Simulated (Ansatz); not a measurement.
# AlNH (quartet): from Hartree-Fock to the top rungs at scale of all distances = 1.295, 6-31G

Aim: climb from Hartree-Fock through coupled cluster and multireference methods for AlNH (quartet) at one geometry and basis, and see what each rung misses.

Program: Ansatz 0.2.0, Gaussian basis. Level of theory: 6-31G, core rule «outside noble gas», up to 6 orbitals frozen. These are calculated values, not measurements.

Plan: UHF; CCSD(T) on ROHF; CCSD(T) on UHF; BCCD(T) on ROHF; CISD; CCSDT(Q) on ROHF; CCSDT(Q) on UHF; CCSDTQ on ROHF; CASSCF and MRCISD+Q, 5 electrons in 5 orbitals; CASSCF and NEVPT2, 5 electrons in 5 orbitals; CASSCF and MRCISD+Q, 9 electrons in 9 orbitals; CASSCF and NEVPT2, 9 electrons in 9 orbitals; Full CI.

19 further runs of the same task are left out: 3 for a known fault of the program, 11 that didn't finish, 5 set aside as unsound or not needed.

## 1. The geometry

The geometry derives from a PBE0/def2-TZVP stationary point (not a proven minimum). All distances are scaled together.

3 atoms, charge 0, spin multiplicity 4.

Atoms are counted from 1 here; the program's logs count them from 0.

No contacts short enough for the rule that draws bonds.

## 2. UHF

in.yaml

```yaml
crystal:
  periodic: [false, false, false]
  atoms:
    - {symbol: Al, position_ang: [0.000000, -0.041294, 0.893482]}
    - {symbol: N, position_ang: [0.000000, 0.156532, -1.570708]}
    - {symbol: H, position_ang: [0.000000, -1.069831, -2.090478]}
basis:
  gaussian: {orbitals: 6-31G}
magnetization: {spin_polarized: true, initial_magnetization: 3}
hamiltonian: {xc: hf}
output: {orbitals: {seedname: orbitals}}
```

Started as:

```bash
> ansatz run in.yaml --threads 1 --pin off --events-out ev --progress --plain --max-ram 2393MiB
```

After this run come: CCSD(T) on ROHF; CCSD(T) on UHF; BCCD(T) on ROHF; CISD; CCSDT(Q) on ROHF; CCSDT(Q) on UHF; CCSDTQ on ROHF; CASSCF and MRCISD+Q, 5 electrons in 5 orbitals; CASSCF and NEVPT2, 5 electrons in 5 orbitals; CASSCF and MRCISD+Q, 9 electrons in 9 orbitals; CASSCF and NEVPT2, 9 electrons in 9 orbitals; Full CI.

Q: Predict the results of all the runs planned. Wanted: FCI below the RHF energy; RMP2 from FCI; UMP2 from FCI; RCCSD from FCI; RCCSD(T) from FCI; UCCSD(T) from FCI; RCCSDT(Q) from FCI; UCCSDT(Q) from FCI; NEVPT2 pair from FCI.

**Answer**, as computed:

```
                         quantity                                                                                                        value
         FCI below the RHF energy                                                                                                   -3.5010 eV
                    RMP2 from FCI                                                                                                  +1001.2 meV
                    UMP2 from FCI                                                                                                  +1023.2 meV
                   RCCSD from FCI                                                                                                    +81.6 meV
                RCCSD(T) from FCI                                                                                                    +24.3 meV
                UCCSD(T) from FCI                                                                                                    +26.8 meV
               RCCSDT(Q) from FCI                                                                                                     +1.0 meV
               UCCSDT(Q) from FCI                                                                                                     +0.5 meV
             NEVPT2 pair from FCI                                                                                                   +749.5 meV
           MRCISD+Q pair from FCI                                                                                                    -13.1 meV
          NEVPT2 valence from FCI                                                                                                   +366.0 meV
levels within 1 kcal/mol (43 meV)  RCCSD(T), UCCSD(T), BCCD(T), RCCSDT, UCCSDT, RCCSDT(Q), UCCSDT(Q), RCCSDTQ, MRCISD+Q pair, MRCISD+Q valence
                    T1 diagnostic                                                                                                        0.050
   effectively unpaired electrons                                                                                                         3.10
```

What this shows: RCCSD(T) lands +24.3 meV from the yardstick (0.7 % of the correlation energy). MRCISD+Q pair falls below full CI: the +Q correction isn't variational, and the cores differ from full CI's. The occupations are near whole numbers, but T1 = 0.050 shows that the orbitals relax strongly. Of the multireference levels listed MRCISD+Q pair comes nearest in total energy (-13.1 meV), which doesn't show that its space is the better one. These misses are within one basis, not against nature; the frozen cores of restricted and unrestricted runs differ, which can shift their rows.
